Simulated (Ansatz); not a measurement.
Barrier F + H2 via FH2, on the benchmark's geometries as Psi4's copy gives them; open shells unrestricted, no zero-point energy, no spin–orbit coupling.
Transition structure (charge 0, multiplicity 2, Z-matrix in Å and degrees):
```
F
H 1 1.4662
H 2 0.7746 1 152.03
```

Correlated levels freeze the cores. CBS: X⁻³ extrapolation of the correlation energy, Hartree–Fock from the larger set.

Codes used: Ansatz (an electronic-structure program) with Gaussian orbitals. Values without a source in brackets are computed.

Barrier heights (kcal/mol): PBE/def2-TZVPPD -12.63; B3LYP/def2-TZVPPD -5.66; wB97M-V/def2-TZVPPD -2.18; CCSD(T)/CBS(aug-cc-pVTZ, aug-cc-pVQZ) 1.28.

Task: With all else equal, by what factor does exp(−ΔE‡/RT) at 298.15 K differ from its value at CCSD(T)/CBS(aug-cc-pVTZ, aug-cc-pVQZ)?

Result: 
RT = 0.5925 kcal/mol, so the factor is exp(−(ΔE‡ − 1.28)/RT): PBE/def2-TZVPPD 1.6e+10; B3LYP/def2-TZVPPD 120000; wB97M-V/def2-TZVPPD 350. Each 1.36 kcal/mol is a factor of ten. CCSD(T)/CBS(aug-cc-pVTZ, aug-cc-pVQZ) is the comparison, a level with limits of its own.
